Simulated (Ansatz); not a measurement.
Input file:

```yaml
crystal:
  periodic: [false, false, false]
  atoms:
    - {symbol: Si, position_ang: [-0.002275, 0.002279, 0.002261]}
    - {symbol: H, position_ang: [0.853575, 0.861024, 0.859091]}
    - {symbol: H, position_ang: [-0.861828, -0.852142, 0.859707]}
    - {symbol: H, position_ang: [-0.857003, 0.857813, -0.858890]}
    - {symbol: H, position_ang: [0.928655, -0.930200, -0.922915]}
basis:
  gaussian: {orbitals: 6-31G}
magnetization: {spin_polarized: true, initial_magnetization: 0}
correlation: {method: ccsdt_q_b, electrons: all, diis_vectors: 1}
accuracy: high
scf: {lower_state_search: off}
```

```sh
$ ansatz run in.yaml --threads 1 --pin off --events-out ev --progress --plain --max-ram 2393MiB
```

Log:

```
these checks for a lower state are left out or cut short: stability, starts, cluster_reference, orbital_swaps, neighbouring_geometries, increment
482 factors; integrals over basis functions are off by at most 2.9e-9 eV
mean field evaluation 1: about -7922.8355 eV, gradient 5.1e0 eV
mean field evaluation 2: about -7922.8384 eV, gradient 5.1e0 eV
mean field evaluation 4: about -7923.1346 eV, gradient 1.3e-1 eV
mean field evaluation 8: about -7923.1348 eV, gradient 3.3e-6 eV
mean field -7923.13483542 eV, -291.1698347079 hartree, gradient 1.5e-8 eV, S^2 0.000000; 0 other end points of the search recorded, 0 dependent functions left out
reference -7923.13483542 eV, -291.1698347079 hartree; 9, 9 occupied and 12, 12 virtual orbitals, 482 factors
second order -1.80184059 eV of doubles, -0.00000000 eV of singles
cycle   1  -2.23467966 eV  change   -4.3e-1 eV  update   5.6e-2
cycle   2  -2.48215088 eV  change   -2.5e-1 eV  update   2.4e-2
cycle   3  -2.49084913 eV  change   -8.7e-3 eV  update   4.4e-3
cycle   4  -2.49313979 eV  change   -2.3e-3 eV  update   1.6e-3
cycle   5  -2.49188052 eV  change    1.3e-3 eV  update   4.5e-4
cycle   6  -2.49153762 eV  change    3.4e-4 eV  update   1.5e-4
cycle   7  -2.49124548 eV  change    2.9e-4 eV  update   5.9e-5
cycle   8  -2.49120300 eV  change    4.2e-5 eV  update   2.2e-5
cycle   9  -2.49117198 eV  change    3.1e-5 eV  update   8.4e-6
cycle  10  -2.49117089 eV  change    1.1e-6 eV  update   3.1e-6
cycle  11  -2.49116765 eV  change    3.2e-6 eV  update   1.1e-6
cycle  12  -2.49116764 eV  change    1.1e-8 eV  update   4.4e-7
cycle  13  -2.49116718 eV  change    4.6e-7 eV  update   1.7e-7
cycle  14  -2.49116718 eV  change    1.2e-9 eV  update   7.2e-8
cycle  15  -2.49116712 eV  change    5.7e-8 eV  update   3.1e-8
cycle  16  -2.49116712 eV  change    7.0e-9 eV  update   1.7e-8
cycle  17  -2.49116709 eV  change    2.7e-8 eV  update   1.5e-8
cycle  18  -2.49116708 eV  change    9.3e-9 eV  update   5.5e-9
cycle  19  -2.49116707 eV  change    4.7e-9 eV  update   2.0e-9
cycle  20  -2.49116707 eV  change   2.8e-10 eV  update  5.4e-10
perturbative correction -0.00086737 eV, -0.0000318753 hartree
Total energy: -7925.62686986 eV, -291.2614152846 hartree
Checks for a lower state left out: stability, starts, cluster_reference, orbital_swaps, neighbouring_geometries, increment
```

Ran on 1 thread of Arm Neoverse V1, shared host: 12 s wall, 0.39 GiB peak host memory.
